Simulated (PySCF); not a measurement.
C4H5O (doublet state).
Numbering: `[O:1]=[C:2]1[CH2:3][CH:4][CH2:5]1` (hydrogens: H6, H7 on C3; H8 on C4; H9, H10 on C5)

Cartesian coordinates in Å at the GFN2-xTB level; atoms count from 1:
```xyz
10
C4H5O angstrom
O      1.8404   -1.2151    0.2893
C      0.8526   -0.5624    0.1344
C     -0.6130   -0.8969   -0.1075
C     -0.8618    0.5703   -0.1383
C      0.5630    0.9321    0.0955
H     -1.0879   -1.4606    0.7021
H     -0.8038   -1.4498   -1.0333
H     -1.7463    1.1535   -0.2781
H      1.0743    1.4683   -0.7109
H      0.7913    1.4652    1.0243
```

The calculation used PySCF, UKS B3LYP, pcH-1 on C H O, non-relativistic, mean-field spin-orbit, GIAO. Geometry: GFN2-xTB; no solvent, vibrations or thermal averaging. A GFN2-xTB geometry isn't a minimum of the functional, and hyperfine couplings can be far from their values at a DFT geometry. No stability test was run, so a lower SCF solution isn't excluded.

Principal values of hyperfine tensors in MHz (contact and dipolar terms together), for some of the nuclei:

```tsv
atom	isotope	A1	A2	A3	alike by the symmetry of this geometry
C4	13C	12.86	14.41	257.77	none
H8	1H	-104.89	-66.20	-26.82	none
C5	13C	-38.58	-35.05	-33.50	C3
C2	13C	4.47	5.27	8.39	none
O1	17O	-0.41	0.16	3.55	none
```

Question: Split each tensor into its isotropic and traceless parts, and turn a_iso into mT with g = 2.0026.

Answer: a_iso = (A1 + A2 + A3)/3, Ti = Ai − a_iso; 1 mT corresponds to 28.029 MHz.

| atom | a_iso (MHz) | a_iso (mT) | T1 | T2 | T3 |
| --- | --- | --- | --- | --- | --- |
| C4 | 95.01 | 3.390 | -82.16 | -80.60 | 162.76 |
| H8 | -65.97 | -2.354 | -38.92 | -0.23 | 39.15 |
| C5 | -35.71 | -1.274 | -2.87 | 0.66 | 2.21 |
| C2 | 6.05 | 0.216 | -1.57 | -0.78 | 2.35 |
| O1 | 1.10 | 0.039 | -1.51 | -0.94 | 2.45 |

Question: What spin density at the nucleus of C4 lies behind its contact coupling (g_N = 1.40482)?

Answer: a_FC = 800.24 MHz bohr³ × g_N × ρ(0)/(2S). With a_FC = 95.01 MHz and 2S = 1, ρ(0) = 0.08452 bohr⁻³.

Question: H9 (1H, g_N = 5.58569) isn't in the table. Its spin density at the nucleus is 0.02664 bohr⁻³. What is its contact coupling?

Answer: By the same relation, a_FC = 119.1 MHz. Its full tensor has the principal values 114.35, 115.29, 127.53 MHz.

Question: Name the largest traceless tensor T of the table and describe it.

Answer: C4: -82.2, -80.6, 162.8 MHz, axial, in the ratio −1:−1:+2, the form that spin in one p orbital centred on that nucleus gives.

Question: What first-order splitting does H8 cause when the field lies along A1, A2 or A3 of its tensor (g taken as isotropic, no quadrupole term)?

Answer: 2 lines (I = 1/2), spaced by |A_i|/(g × 13.996): 3.74, 2.36, 0.96 mT along the axes of A1, A2 and A3.

The run took 17 s (with the writing of density and orbital grids) on Arm Neoverse V1, one thread, no GPU, shared host with 32 logical CPUs at a one-minute load of 15, and the process peaked at 0.62 GiB of memory.
